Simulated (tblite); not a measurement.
C3H8O2S.
Cartesian coordinates in Å at the GFN2-xTB level; atoms count from 1:
```xyz
14
C3H8O2S angstrom
C      1.4793    0.7110    0.4468
C      0.9772   -0.6645    0.0768
S     -0.5575   -0.5167   -0.8953
C     -1.7729    0.2010    0.2503
O     -0.3399    0.4218   -1.9616
O     -0.9994   -1.8389   -1.2450
H      2.5026    0.6673    0.8134
H      0.8607    1.1610    1.2195
H      1.4526    1.3437   -0.4376
H      0.7467   -1.2914    0.9330
H      1.6698   -1.1871   -0.5782
H     -2.7321    0.1770   -0.2518
H     -1.4850    1.2216    0.4624
H     -1.8027   -0.4063    1.1451
```

Computed with GFN2-xTB (tblite): harmonic, unscaled wavenumbers at the GFN2-xTB geometry, gas phase. This tight-binding method is rough: wavenumbers can miss measured ones by several per cent, in bad cases by 10 to 20. One conformer, not necessarily the lowest.

Harmonic wavenumbers (cm⁻¹): 66.5, 127.9, 180.4, 208.2, 250.1, 288.2, 363.7, 396.6, 466.9, 631.1, 712.0, 778.9, 847.1, 853.8, 958.9, 1001.2, 1099.2, 1117.0, 1200.9, 1215.8, 1259.8, 1265.2, 1401.9, 1420.5, 1436.0, 1440.2, 1488.7, 1492.4, 3022.6, 3027.8, 3035.2, 3045.0, 3048.4, 3068.1, 3083.3, 3094.6.

A = 4174, B = 2434, C = 2311 MHz; mass 108.025 u (most abundant isotopes); point group C1, symmetry number 1.

Task: Zero-point energy?

Result: Half the sum of the wavenumbers: 24197 cm⁻¹ = 69.18 kcal/mol.

Task: Give the ideal-gas entropy at 400 K and 1 bar in the rigid-rotor, harmonic-oscillator model (classical rotation).

Result: Translation 41.43, rotation 27.89, vibration 26.79: S = 96.1 cal/(mol K).

Task: And Cp and H(400 K) − H(0)?

Result: Cp = 36.34 cal/(mol K), of which vibrations give 28.39 (their classical limit is 36 R = 71.5); H(400 K) − H(0) = 8.96 kcal/mol without the zero-point energy, 5.78 from vibrations.

Task: How do the functions run with temperature in this model?

Result: 
```csv
T (K),S (cal/(mol K)),Cp (cal/(mol K)),H − H(0) (kcal/mol),G − H(0) (kcal/mol),ln q(vib)
100,63.0,15.4,1.10,-5.20,0.84
200,76.1,22.8,3.03,-12.19,2.56
300,86.6,29.7,5.65,-20.34,4.38
500,104.9,42.1,12.89,-39.54,8.02
800,127.5,54.2,27.50,-74.52,13.22
1000,140.2,59.6,38.91,-101.32,16.44
```

q(vib) and H(0) count from the zero-point level.

Task: Which modes carry the vibrational entropy at 400 K?

Result: 66.5 cm⁻¹: 4.83; 127.9 cm⁻¹: 3.55; 180.4 cm⁻¹: 2.88; 208.2 cm⁻¹: 2.61; 250.1 cm⁻¹: 2.26; 288.2 cm⁻¹: 2.00 cal/(mol K); the other 30 give 8.65 together.

Task: Blend soft modes into free rotors: weight 1/[1 + (100 cm⁻¹/ν̃)⁴] for the oscillator and the rest for a rotor with moment μB/(μ + B), μ = h/(8π²ν), B = 10⁻⁴⁴ kg m². What vibrational entropy results?

Result: 25.51 cal/(mol K) in place of 26.79, which changes −T·S at 400 K by +0.51 kcal/mol.

Task: What must be added to the electronic energy to get the Gibbs energy at 400 K and 1 bar?

Result: ZPE + [H(400 K) − H(0)] − T·S = 69.18 + 8.96 − 38.45 = 39.69 kcal/mol.

Hindered rotation and anharmonicity are outside this model. Other conformers, if any are populated, would add a mixing term that is left out. The structure is chiral; the term R ln 2 for an equal mix with its mirror image is left out.

Run on an x86-64 server with one thread, no GPU, shared host. This covers the Hessian and the dipole derivatives.
